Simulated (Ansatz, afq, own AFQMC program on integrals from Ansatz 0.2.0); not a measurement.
Integrals from Ansatz 0.2.0, then the random walk in our own AFQMC program (afq).

```yaml
crystal:
  periodic: [false, false, false]
  atoms:
    - {symbol: Hf, position_ang: [0.000000, 0.000000, 0.000000]}
    - {symbol: N, position_ang: [0.000000, 0.000000, 1.616000]}
basis:
  gaussian: {orbitals: def2-SVP}
magnetization: {spin_polarized: true, initial_magnetization: 3}
correlation: {method: ccsd_t, electrons: outside_noble_gas, hamiltonian_folder: ham}
```

```sh
$ ansatz run in.yaml --threads 1 --pin off --events-out ev --progress --plain --max-ram 1382MiB
```

Options of the walk:

```
--method phaseless --trial cisd --walkers 60 --populations 1 --least-time 40 --time-step 0.005 --steps-per-block 50 --equilibration-blocks 40 --max-blocks 300 --target-error 0.00036 --factor-cut 1e-05 --start spin_pure --seed 4113 --release-times 0.24,0.6,1.2,2,3,4.2 --release-step 0.04 --release-every 4 --taylor-order 6
```

Times are imaginary, in 1/Eh. The walk had a cap of 2020 s. Core potentials past Kr, no spin–orbit coupling.

afq prints:

```
orbitals 41  electrons 6 3  factors 343 of 464
reference energy -101.68110877 Eh
CCSD correlation -0.20485381 Eh in 14 cycles, weight of the determinant in the CISD state 0.9008
energy of the start -101.885770 Eh
 block  time / (1/Eh)  mean weight  energy / Eh
     1     0.250  0.9998  -101.884873
     2     0.500  0.9986  -101.887240
     3     0.750  1.0001  -101.897482
     4     1.000  0.9987  -101.900118
     5     1.250  0.9986  -101.895799
    10     2.500  1.0036  -101.895275
    49    12.250  1.0000  -101.895743
    57    14.250  0.9990  -101.942685
    89    22.250  1.0014  -101.901690
   129    32.250  1.0002  -101.896004
   169    42.250  1.0010  -101.901789
   201    50.250  0.9994  -101.884403
   209    52.250  1.0048  -101.894460
   249    62.250  1.0020  -101.893311
   289    72.250  1.0008  -101.895832
   329    82.250  1.0017  -101.892058
   337    84.250  0.9998  -101.895981
blocks merged  error / Eh  count
     1  0.000432  300
     2  0.000536  150
     4  0.000636  75
     8  0.000815  37
    16  0.000751  18
    32  0.000713  9
released: time / (1/Eh)  energy / Eh  error  mean overlap
  0.24  -101.897033  0.000777  1.0101
  0.60  -101.896167  0.000526  1.0053
  1.20  -101.896398  0.000635  0.9836
  2.00  -101.897849  0.000807  0.9751
  3.00  -101.896396  0.001164  0.9553
  4.20  -101.896635  0.001389  1.0047
energy -101.896060 +/- 0.000815 Eh
(rows thinned)
```

The run passed its tests (sampling time, drift between the halves within three errors, error under three times the target), which doesn't prove that it has relaxed.

Against this walk (error 22.2 meV) on the same determinant: CCSD(T) 11.2 meV higher (within the noise), CCSDT(Q) 19.2 meV lower (within the noise). The error is statistical and leaves out the bias of the constraint. Released to 4.20 1/Eh the energy moves by -16 ± 44 meV (both errors), within twice the noise.

Cautions: constraint bias not in the error; error above the target (22.2 against 9.8 meV); no spin-orbit coupling; outer-core shells of the metal frozen; lower spins were not checked; higher spins were not checked.

The walk took 11 min on 1 thread of Arm Neoverse V2 (shared host). The log's last line is the phaseless energy.

CCSDT and higher add their correlation energy to the determinant of the CCSD(T) run, since their own runs factorise the integrals more tightly (a shift of under 2 meV). A walk keeps the symmetry of its determinant, which the program's search chose and which needn't be the lowest solution, so a lower state of the same spin and another symmetry isn't excluded.
